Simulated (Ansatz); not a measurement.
**Forms of SbH$_{4}$⁻ and their order**

Ansatz 0.2.0, basis def2-SVPD; geometries are PBE0/def2-TZVP minima. Wave-function levels freeze the cores with the filled d shells of p-block atoms; HF, MP2 and coupled cluster are restricted for singlets and unrestricted otherwise, restricted open-shell where a d shell is frozen, Kohn–Sham unrestricted where that lies lower. The reference is CCSDT(Q) (coupled cluster only where its series has nearly closed). Semilocal and hybrid functionals correlate all electrons outside any core potential and usually lie nearer their basis limit than the reference, so part of their error here is the reference's basis and frozen-core error; RPA and the MP2 part of double hybrids freeze the same cores as the reference. None of these values is a measured one. Energies are electronic, without zero-point terms. No spin–orbit coupling; scalar relativity only by core potentials past Kr. The set is small: such energies can lie up to about 0.3 eV from the limit, spin gaps mostly less, so near ties and functionals' places can change in larger sets. The species are chosen: bound, without strong static correlation by their natural occupations or amplitudes, and with a ladder that closes on the reference, so errors are smaller than for species at large; levels whose determinant breaks symmetry or spin markedly are left out.

A. triplet; Sb–H 1.873, angles at Sb 93/153°. Coordinates (Å): Sb 0.000 0.000 0.000; H 0.356 1.294 1.307; H -0.535 -1.278 1.261; H -0.347 1.280 -1.323; H 0.526 -1.297 -1.245
B. singlet; Sb–H 1.717/1.976, angles at Sb 83/101/159°. Coordinates (Å): Sb 0.023 0.000 0.000; H -0.329 0.000 -1.945; H -1.069 1.325 0.000; H -1.069 -1.325 0.000; H -0.329 0.000 1.945

From bonding and spin, estimate the order of these in energy at CCSDT(Q), each at its own geometry.

At CCSDT(Q), above the lowest of those listed: B (0.0 kJ/mol), A (192.1 kJ/mol).

```json
{"level": "CCSDT(Q)", "A less B (kJ/mol)": "192.1"}
{"level": "MP2", "A less B (kJ/mol)": "194.0"}
{"level": "CCSD", "A less B (kJ/mol)": "195.0"}
{"level": "CCSD(T)", "A less B (kJ/mol)": "192.9"}
{"level": "PBE", "A less B (kJ/mol)": "167.7"}
{"level": "revPBE", "A less B (kJ/mol)": "168.6"}
{"level": "r2SCAN", "A less B (kJ/mol)": "167.5"}
{"level": "B3LYP", "A less B (kJ/mol)": "179.7"}
{"level": "B2PLYP", "A less B (kJ/mol)": "186.7"}
{"level": "RPA-PBE", "A less B (kJ/mol)": "187.4"}
```

Every level shown puts the same form lowest.

The geometries are PBE0's, not this basis's own minima.
